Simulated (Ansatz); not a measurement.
CH3S (charge -1), SMILES C[S-], an active-space calculation

Computed with Ansatz 0.2.0 through its Python package.

Run as a notebook:

In [1]:
```python
import warnings

import ansatz as az
from ase import Atoms
```

In [2]:
```python
warnings.simplefilter("ignore", az.DeckWarning)

atoms = Atoms(["C", "S", "H", "H", "H"], positions=[
    (-0.11266, 0.02583, 0.06089),
    (1.44249, -0.33223, -0.78291),
    (-0.26419, -0.6672, 0.89719),
    (-0.95699, -0.07547, -0.63095),
    (-0.10864, 1.04908, 0.45577),
])
system = az.Crystal.molecule_from_ase(atoms)
```

In [3]:
```python
setup = system.calculation()
setup = setup.basis(gaussian="6-31G*").charge(-1)
setup = setup.correlation(active_electrons=4, active_orbitals=4)
for method in ["sc_nevpt2"]:
    data = (setup if method is None else setup.correlation(method)).run(threads=1, pin="off").report
    space = data["configurations"]
    state = space["states"][0]
    print(method or "casscf", f"total {data['free_energy_ev'] / 27.211386246:.6f} Ha, active-space state {state['energy']['hartree']:.6f} Ha, mean field {data['reference_energy_ev'] / 27.211386246:.6f} Ha")
    print("  determinants", state["n_determinants"], " natural occupations", [round(n, 3) for n in space["natural_occupations"]])
```
```text
sc_nevpt2 total -437.361834 Ha, active-space state -437.149670 Ha, mean field -437.113931 Ha
  determinants 36  natural occupations [1.981, 1.976, 0.024, 0.019]
```

What to keep in mind:
- Total energies depend on the basis set; only differences at equal settings carry meaning.
- The geometry is a force-field or estimated start, not a minimum of this method, and the basis set is short of its limit. The active space starts as a window about the frontier orbitals and is then optimised, not chosen by chemistry.
- Anions want diffuse functions, which this basis lacks.
- Finished in 1 s on 1 thread of Arm Neoverse V2 (shared host), peak memory 0.15 GiB.
